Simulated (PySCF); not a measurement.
Point-charge models of cis-1,2-difluoroethene, `F/C=C\F` against its computed dipole.

Coordinates (GFN2-xTB, Å) and charges (e) from the PBE0/pcSseg-1 density (PySCF):

| atom | x | y | z | Mulliken | IAO | Hirshfeld | ESP-fitted |
| --- | --- | --- | --- | --- | --- | --- | --- |
| F1 | -1.384 | 1.051 | 0.165 | -0.2660 | -0.2560 | -0.0827 | -0.0953 |
| C2 | -0.647 | -0.061 | 0.136 | +0.1544 | +0.0886 | +0.0172 | -0.0652 |
| C3 | 0.649 | -0.075 | -0.120 | +0.1546 | +0.0886 | +0.0172 | -0.0504 |
| F4 | 1.365 | 1.022 | -0.378 | -0.2659 | -0.2559 | -0.0829 | -0.0979 |
| H5 | -1.215 | -0.955 | 0.342 | +0.1115 | +0.1673 | +0.0656 | +0.1566 |
| H6 | 1.235 | -0.980 | -0.141 | +0.1114 | +0.1673 | +0.0655 | +0.1522 |

Q: Compute μ = Σ q r for each scheme (1 e·Å = 4.803 D) and compare with the dipole of the full density.

A: The full density gives (0.02, -2.38, 0.25) D, 2.39 D in size; dipole vectors point from the negative to the positive end.

```
    scheme    μx     μy    μz  size (D)  share of the full size (%)  angle to the full dipole (°)
  Mulliken  0.04  -3.78  0.39      3.80                         159                             0
       IAO  0.04  -4.16  0.43      4.18                         175                             0
 Hirshfeld  0.01  -1.44  0.15      1.45                          61                             0
ESP-fitted  0.03  -2.36  0.24      2.37                          99                             0
```

Q: Which set comes closest?

A: Length of the difference vector: ESP-fitted 0.02 D, Hirshfeld 0.94 D, Mulliken 1.41 D, IAO 1.79 D. Closest: ESP-fitted. 

Q: What is left for the Hirshfeld atoms' own dipoles?

A: The Hirshfeld atoms' densities add up to the full density, so μ = Σ q r + Σ (atomic dipoles). The atomic dipoles sum to (0.02, -2.38, 0.25) − (0.01, -1.44, 0.15) = (0.01, -0.94, 0.10) D, 0.94 D in size.

Q: With the origin at the mean of the coordinates, (0.001, 0.000, 0.001) Å, which are the largest single terms, by size, of the Mulliken dipole along the direction of the full one?

A: F4 +1.33, F1 +1.33, H5 +0.52, H6 +0.52, C2 +0.05 D; all 6 atoms together +3.80 D. The single terms depend on the origin, their sum doesn't.

Q: Give the size of the full dipole in other units.

A: 2.39 D = 0.941 au = 0.498 e·Å = 7.98 × 10⁻³⁰ C·m.

Geometry: GFN2-xTB; no solvent, vibrations or thermal averaging.
